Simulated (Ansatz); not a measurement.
Base system: Ag in the fcc (Cu type) structure (space group Fm-3m, No. 225; a = 4.149 Å).

Levels (all Ansatz, a program for electronic structure, PAW, earlier PAW set): PBE (420 eV, scalar-relativistic without spin-orbit coupling); PBEsol (420 eV, no spin-orbit coupling).

Levels that relaxed their own cell: PBE and PBEsol.

```
level   lattice parameter a
------  -------------------
PBE                 4.149 Å
PBEsol              4.055 Å
```

Measured: lattice parameter a 4.062 Å (static lattice; corrected from measurement; as listed in Daniel Mejia-Rodriguez, S. B. Trickey, Phys. Rev. B (2018)).

Computed minus measured — lattice parameter a: PBE +2.1 %, PBEsol -0.2 % (closest: PBEsol).

Whether these cells are dynamically stable was not tested.
